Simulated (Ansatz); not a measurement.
Geometry optimisation, RKS PBE0-D4/6-31G* (Ansatz).

Input file:

```yaml
crystal:
  periodic: [false, false, false]
  atoms:
    - { symbol: Si, position_ang: [-0.155176, 0.195111, 0.030262] }
    - { symbol: O, position_ang: [-0.186961, 0.075762, 1.703238] }
    - { symbol: H, position_ang: [-1.06766, 0.140639, 2.09232] }
    - { symbol: H, position_ang: [1.262785, 0.322879, -0.370669] }
    - { symbol: H, position_ang: [-0.890135, 1.429017, -0.388624] }
    - { symbol: H, position_ang: [-0.815537, -0.955449, -0.648004] }
    - { symbol: S, position_ang: [1.629722, -2.526374, 0.898112] }
    - { symbol: H, position_ang: [0.603093, -3.376542, 1.075271] }
    - { symbol: H, position_ang: [1.167568, -1.661142, 1.862395] }
basis:
  gaussian: { orbitals: "6-31G*" }
hamiltonian:
  xc: pbe0
  dispersion: d4
relax:
  f_tol: 0.03
  max_steps: 50
```

Command:

```bash
$ ansatz run input.yaml --threads 1 --pin off --max-ram 2048MiB --backend cpu --events-out ev --progress --plain --runs-dir out
```

Problem. Where does it end, and by what steps?

Solution. The forces met the threshold. The force dipped under the threshold on the way, but the program's further checks kept it going. After 25 steps the energy has fallen by 0.096 eV; S7 moved furthest, 1.33 Å.

```csv
step,energy less start (eV),largest force component (eV/Å),accepted
0,0.0000,0.559,yes
1,-0.0446,0.391,yes
2,-0.0639,0.269,yes
3,-0.0711,0.313,yes
4,-0.0766,0.241,yes
5,-0.0803,0.120,yes
6,-0.0814,0.099,yes
7,-0.0813,0.111,no
8,-0.0833,0.024,yes
9,-0.0846,0.168,yes
10,-0.0858,0.161,yes
11,-0.0870,0.160,yes
12,-0.0880,0.164,yes
13,-0.0889,0.131,yes
14,-0.0900,0.077,yes
15,-0.0906,0.126,yes
16,-0.0913,0.074,yes
17,-0.0922,0.037,yes
18,-0.0926,0.125,yes
19,-0.0935,0.045,yes
20,-0.0940,0.027,yes
21,-0.0925,0.181,no
22,-0.0947,0.034,yes
23,-0.0947,0.103,no
24,-0.0951,0.029,yes
25,-0.0956,0.028,yes
```

```xyz
9
Properties=species:S:1:pos:R:3
Si -0.364 0.494 -0.194
O -0.225 -0.372 1.230
H -0.967 -0.311 1.842
H 0.915 0.278 -0.912
H -0.569 1.949 0.065
H -1.503 0.007 -1.027
S 1.877 -2.859 2.163
H 1.286 -3.717 1.312
H 1.098 -1.824 1.777
```

Whether the end is a true minimum wasn't checked by a vibrational analysis.

Time of the run: 63 s on 1 thread of Arm Neoverse V2 (shared host), peak memory 0.13 GiB.
